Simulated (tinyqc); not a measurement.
RHF in the sto-6g basis, for H2O, spin multiplicity 1, step by step (part 2 of 2). Computed by tinyqc, a small Python program that keeps every step (integrals from PySCF). Command: `OMP_NUM_THREADS=1 python tinyqc.py 27166 27167 out.jsonl` (the two numbers bound the seeds that draw the settings). One thread of a shared host (Intel(R) Xeon(R) Processor @ 2.60GHz), about 0.1 s of CPU time with the checks.

Geometry (angstrom):
```
atom         x          y         z
O     0.000000   0.000000  0.000000
H     0.000000   0.722000  0.582000
H     0.000000  -0.722000  0.582000
```

## Populations, bond orders and dipole

D after iteration 11, lower triangle:
```
            1O 1s      1O 2s    1O 2px     1O 2py    1O 2pz      2H 1s     3H 1s
1O 1s    2.103080
1O 2s   -0.440114   1.971419
1O 2px   0.000000   0.000000  2.000000
1O 2py   0.000000   0.000000  0.000000   0.755016
1O 2pz   0.096868  -0.617769  0.000000   0.000000  1.249999
2H 1s   -0.023762  -0.038169  0.000000   0.542986  0.462284   0.583309
3H 1s   -0.023762  -0.038169  0.000000  -0.542986  0.462284  -0.197690  0.583309
```

overlap S, lower triangle:
```
           1O 1s     1O 2s    1O 2px     1O 2py    1O 2pz     2H 1s     3H 1s
1O 1s   1.000000
1O 2s   0.231145  1.000000
1O 2px  0.000000  0.000000  1.000000
1O 2py  0.000000  0.000000  0.000000   1.000000
1O 2pz  0.000000  0.000000  0.000000   0.000000  1.000000
2H 1s   0.059348  0.496522  0.000000   0.313652  0.252833  1.000000
3H 1s   0.059348  0.496522  0.000000  -0.313652  0.252833  0.278170  1.000000
```

Mulliken: Z minus the diagonal of D S on the atom; Loewdin: the same with S^(1/2) D S^(1/2); Mayer order: 2 sum_s sum (D(s) S)_ij (D(s) S)_ji over the two atoms.

Charges (e):
```
atom   Mulliken    Loewdin
1O    -0.409709  -0.281450
2H     0.204855   0.140725
3H     0.204855   0.140725
```

Mayer bond orders:
```
pair     order
2-1   0.946105
3-1   0.946105
3-2   0.011929
```

dipole moment about the origin, x y z (debye): 0.000000  0.000000  1.814340
